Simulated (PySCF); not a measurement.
Calculation: B3LYP-D3(BJ)/def2-TZVP // PBE0-D4/def2-TZVP (PySCF 2.14.0). All species are isolated molecules in the gas phase. B3LYP has the VWN-RPA correlation part, as in Gaussian. 

Reference species (SMILES): `[C]#N` (neutral, multiplicity 2).

| Quantity | Value |
|---|---|
| highest occupied spin orbital | -10.58 eV |

Changed species: `[CH2]C` (radical fragment; the reference has radical fragment).

**Question.** What does the change do to the highest occupied spin orbital?

**Answer.** the highest occupied spin orbital rises by 4.98 eV, to -5.60 eV.
